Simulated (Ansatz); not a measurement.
| atom | x (Å) | y (Å) | z (Å) |
| --- | --- | --- | --- |
| F | 0.0000 | 0.0000 | 0.0000 |
| F | 0.0000 | 0.0000 | 2.4709 |

Basis set: pcseg-2. Charge 0. Computed with Ansatz (development build ahead of 0.2.0); the lowest solution found for each multiplicity.

(1) How do the multiplicities compare at this shape? Give, from the lowest of each method, PBE (unrestricted) for 1, 3; HF (restricted) for 1, 3.

Results:

(1)

| method | multiplicity | E (eV) | <S²> |
| --- | --- | --- | --- |
| PBE, unrestricted | 1 | 0.096 | 0.98 |
| PBE, unrestricted | 3 | 0.000 | 2.00 |
| HF, restricted | 1 | 7.490 | 0.00 |
| HF, restricted | 3 | 0.000 | 2.00 |

Caution for PBE, unrestricted: the unrestricted determinant is a mixture of spin states. Caution for HF, restricted: in another basis set an unrestricted determinant lies well below; stretched shape with no unrestricted run beside it, a lower state can exist.
